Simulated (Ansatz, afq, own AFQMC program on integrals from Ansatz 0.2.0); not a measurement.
Two steps: Ansatz 0.2.0 writes the Fock matrix and Cholesky factors of the valence space, and afq projects on them the lowest state that overlaps trial and start.

```yaml
crystal:
  periodic: [false, false, false]
  atoms:
    - {symbol: Al, position_ang: [0.000000, 0.223210, 1.689195]}
    - {symbol: Ge, position_ang: [0.000000, 0.138556, -0.759141]}
    - {symbol: B, position_ang: [0.000000, -1.568788, 0.409892]}
    - {symbol: H, position_ang: [0.000000, 0.865994, 5.095071]}
basis:
  gaussian: {orbitals: cc-pVDZ}
magnetization: {spin_polarized: false, initial_magnetization: 3}
correlation: {method: ccsd_t, electrons: outside_noble_gas, hamiltonian_folder: ham}
```

```sh
$ ansatz run in.yaml --threads 1 --pin off --events-out ev --progress --plain --max-ram 1382MiB
```

afq runs on the folder ham with

```
--method phaseless --trial cisd --walkers 60 --populations 1 --least-time 40 --time-step 0.005 --steps-per-block 50 --equilibration-blocks 40 --max-blocks 300 --target-error 0.0008 --factor-cut 1e-05 --start spin_pure --seed 9496 --release-times 0.24,0.51,0.99,1.62,2.4 --release-step 0.03 --release-every 4 --taylor-order 6
```

Times are imaginary, in 1/Eh. The walk had a cap of 2083 s. Filled inner d shells are frozen with the cores.

Output of the walk:

```
orbitals 44  electrons 7 4  factors 349 of 686
reference energy -2342.28249439 Eh
CCSD correlation -0.23345816 Eh in 19 cycles, weight of the determinant in the CISD state 0.7803
energy of the start -2342.515951 Eh
 block  time / (1/Eh)  mean weight  energy / Eh
     1     0.250  0.9988  -2342.511827
     2     0.500  0.9993  -2342.512617
     3     0.750  0.9991  -2342.515301
     4     1.000  1.0008  -2342.520387
     5     1.250  0.9999  -2342.522193
     8     2.000  1.0002  -2342.523623
    15     3.750  1.0001  -2342.542425
    36     9.000  1.0000  -2342.537022
    57    14.250  0.9989  -2342.541478
    78    19.500  0.9984  -2342.538547
    99    24.750  0.9987  -2342.537116
   120    30.000  1.0009  -2342.533782
   141    35.250  0.9977  -2342.546877
   162    40.500  0.9993  -2342.540059
   169    42.250  0.9982  -2342.520872
   183    45.750  0.9995  -2342.531783
   204    51.000  0.9996  -2342.532540
   225    56.250  1.0028  -2342.543630
   246    61.500  0.9993  -2342.530320
   267    66.750  0.9994  -2342.531368
   274    68.500  1.0014  -2342.531875
blocks merged  error / Eh  count
     1  0.000510  240
     2  0.000652  120
     4  0.000729  60
     8  0.000783  30
    16  0.000753  15
released: time / (1/Eh)  energy / Eh  error  mean overlap
  0.24  -2342.537269  0.001090  0.9973
  0.51  -2342.537483  0.001015  1.0022
  0.99  -2342.538043  0.000949  1.0101
  1.62  -2342.536871  0.001017  1.0169
  2.40  -2342.537209  0.001708  0.9878
energy -2342.535917 +/- 0.000783 Eh
(rows thinned)
```

The run passed its tests (sampling time, drift between the halves within three errors, error under three times the target), which doesn't prove that it has relaxed.

Against this walk (error 21.3 meV) on the same determinant: CCSD(T) 26.6 meV higher (within the noise), CCSDT(Q) 70.8 meV lower. The error is statistical and leaves out the bias of the constraint. None of these is a sure reference here. Released to 1.62 1/Eh the energy moves by -26 ± 35 meV (both errors), within twice the noise.

Cautions: constraint bias not in the error; no relativity below Rb; no spin-orbit coupling; inner d shell frozen; lower spins were not checked; higher spins were not checked; a spin-contaminated unrestricted determinant lies lower (UHF 587 meV lower, ⟨S²⟩ 4.72); strong correlation (T1 0.051, weight of the determinant 0.78, largest double 0.09); (T) is large, 8 % of the CCSD correlation; the bias of populations of 60 walkers isn't removed.

The walk took 6.2 min on 1 thread of Intel(R) Xeon(R) 6975P-C (Granite Rapids) (shared host). The log's last line is the phaseless energy.

CCSDT and higher add their correlation energy to the determinant of the CCSD(T) run, since their own runs factorise the integrals more tightly (a shift of under 2 meV). A walk keeps the symmetry of its determinant, which the program's search chose and which needn't be the lowest solution, so a lower state of the same spin and another symmetry isn't excluded.
